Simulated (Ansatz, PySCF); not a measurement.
This Ansatz (a first-principles code) input computes a r2SCAN/def2-TZVPD energy:

Ansatz 0.2 input:
```yaml
crystal:
  periodic: [false, false, false]
  atoms:
    - {symbol: C, position_ang: [0.01220741, -0.07367186, -1.09843497]}
    - {symbol: Cl, position_ang: [-0.00676974, 0.02757824, 0.64005061]}
    - {symbol: H, position_ang: [-0.00895604, 1.00453448, -1.40635815]}
    - {symbol: H, position_ang: [0.96129142, -0.49472735, -1.43294956]}
    - {symbol: H, position_ang: [-0.91049423, -0.53660614, -1.45094277]}
basis:
  gaussian:
    orbitals: def2-TZVPD
hamiltonian:
  xc: {name: r2SCAN}
total_charge: 1
magnetization: {spin_polarized: true, initial_magnetization: 1}
output: {forces: true}
```

**Question.** Write an input for the same energy in PySCF and say what it gives.

**Answer.** 
```python
from pyscf import gto, scf, dft

mol = gto.M(
    atom='''
    C     0.01220741   -0.07367186   -1.09843497
    Cl   -0.00676974    0.02757824    0.64005061
    H    -0.00895604    1.00453448   -1.40635815
    H     0.96129142   -0.49472735   -1.43294956
    H    -0.91049423   -0.53660614   -1.45094277
    ''',
    basis='def2-tzvpd',
    charge=1,
    spin=1,
    verbose=4,
)

mf = dft.UKS(mol, xc='r2scan').density_fit(auxbasis='def2-universal-jkfit')
mf.grids.level = 4
mf.conv_tol = 1e-9
mf.max_cycle = 100
mf.max_memory = 1500
mf.kernel()
if not mf.converged:
    mf = mf.newton()
    mf.kernel(mf.make_rdm1())
for _ in range(2):
    mo, _, stable, _ = mf.stability(return_status=True)
    if stable:
        break
    mf.kernel(mf.make_rdm1(mo, mf.mo_occ))
mf.analyze()
```
It gives -499.67214 Eh, and Ansatz -499.67210 Eh, a difference of 0.04 mEh, from the treatment of integrals and grids.
